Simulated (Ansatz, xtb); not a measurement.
Two isomers of CH2BCl

Structure X: `B=CCl`, a singlet. Structure Y: `C=BCl`, a singlet. Both are isolated molecules in the gas phase, relaxed with PBE0-D3(BJ)/pcseg-1.

X (Å):

```yaml
atoms:
  - { symbol: C, position_ang: [-1.1149, -0.4374, 0.3622] }
  - { symbol: B, position_ang: [0.0598, -0.1178, -0.3090] }
  - { symbol: Cl, position_ang: [-2.6726, -0.3751, -0.4195] }
  - { symbol: H, position_ang: [1.0721, 0.1480, -0.8540] }
  - { symbol: H, position_ang: [-1.1473, -0.7449, 1.4076] }
```

Y (Å):

```xyz
5

C     1.3360    1.8553    0.5776
B     1.8724    0.6923    0.0629
Cl    2.5287   -0.7308   -0.5670
H     0.8912    1.8945    1.5723
H     1.3324    2.7881    0.0131
```

Problem. Which of the two would you expect CCSD(T)/def2-TZVPP electronic energies to favour?

Solution. Structure Y; the calculation gives E(Y) − E(X) = −39.8 kcal/mol.

How the difference moves with the method:

| level | geometry | E(Y) − E(X) (kcal/mol) | departure from the last row (kcal/mol) | job, with rough time for the two |
| --- | --- | --- | --- | --- |
| GFN2-xTB | GFN2-xTB | −27.9 | +11.9 | optimisation, 0.11 s |
| HF/STO-3G | GFN2-xTB | −30.2 | +9.6 | single point, 0.16 s |
| r2SCAN-D4/def2-SVP | GFN2-xTB | −43.3 | −3.5 | single point, 1.8 s |
| PBE0-D3(BJ)/pcseg-1 | PBE0-D3(BJ)/pcseg-1 | −39.9 | −0.1 | optimisation, 14 s |
| HF/def2-TZVPP | PBE0-D3(BJ)/pcseg-1 | −38.2 | +1.5 | part of the CCSD(T) run |
| MP2/def2-TZVPP | PBE0-D3(BJ)/pcseg-1 | −41.2 | −1.4 | part of the CCSD(T) run |
| CCSD(T)/def2-TZVPP | PBE0-D3(BJ)/pcseg-1 | −39.8 |  | single point, 17 s |

As drawn, Y has 1 B–Cl, 1 C–H in place of 1 C–Cl, 1 B–H.

None of the levels shown reverses the order. The largest departure from CCSD(T)/def2-TZVPP is that of GFN2-xTB, 11.9 kcal/mol.

With harmonic frequencies from PBE0-D3(BJ)/pcseg-1 (ideal gas, rigid rotor, one conformer each, 298.15 K, 1 atm): the zero-point term adds +0.5 kcal/mol; ΔH is −39.2 and ΔG −38.5 kcal/mol.

The correlated steps freeze 7 core orbitals. Run with Ansatz 0.2.0, xtb 6.7.1; the last row on 1 thread of Arm Neoverse V2 on a shared host.
